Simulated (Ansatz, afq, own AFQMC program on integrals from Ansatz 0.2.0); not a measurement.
**Where AFQMC and coupled cluster stand for AlGeH⁺, doublet**

```yaml
atoms:
  - { symbol: Ge, position_ang: [0.0000, -0.0081, 0.6253] }
  - { symbol: Al, position_ang: [0.0000, -0.0290, -1.6697] }
  - { symbol: H, position_ang: [0.0000, 1.3568, -0.3692] }
```

Connectivity, by distances: Ge–Al, 1 bridging H.

Basis cc-pVTZ. Only valence electrons are correlated. AFQMC by an in-house program on the Cholesky factors that Ansatz 0.2.0 writes for its CCSD(T) run. ph-AFQMC/CISD is guided by a CISD state made of CCSD amplitudes; releasing the constraint for a short imaginary time cuts its bias at the price of noise, slowly where states lie close. Uncertainties: one standard error, sampling alone. No spin–orbit coupling.

Determinant: ROHF, the one that the program's search chose, which needn't be the lowest solution. The geometry is a PBE0/def2-TZVP stationary point of this or a neighbouring charge and spin state.

No full CI on the walks' own integrals is used here; CCSDT(Q) serves as the reference and is uncertain by about the last step of the cluster series.

Cautions: no relativity below Rb; no spin-orbit coupling; inner d shell frozen; higher spins were not checked; a spin-contaminated unrestricted determinant lies lower (UHF 289 meV lower, ⟨S²⟩ 1.22); the released energies are still falling, so no released level is given (meV from the phaseless value at times in 1/Eh: -16 ± 6 at 0.24, -21 ± 5 at 0.51, -27 ± 3 at 0.99, -29 ± 4 at 1.62, -37 ± 4 at 2.40), though the last usable value meets CCSDT(Q) within the noise.

The T1 diagnostic is 0.0335, the weight of the determinant in the CISD state is 0.854 and the size of the correlated space is 7 electrons in 72 orbitals.

```
  level  correlation energy (eV)
    MP2                  -3.7866
   CCSD                  -4.4917
CCSD(T)                  -4.7413
```

Task: Estimate where phaseless AFQMC with a CISD trial lies against CCSD(T) on the same integrals.

Result: 1.4 ± 0.4 kJ/mol below CCSD(T).

Reference: CCSDT(Q), correlation energy -4.798 eV.

```tsv
level	E − E(reference) (kJ/mol)	share of correlation (%)
CCSD(T)	5.5	98.82
CCSDT	1.6	99.65
ph-AFQMC/CISD	4.0 ± 0.4	99.13
```

A walk keeps the symmetry of its determinant, which the program's search chose and which needn't be the lowest solution, so a lower state of the same spin and another symmetry isn't excluded.
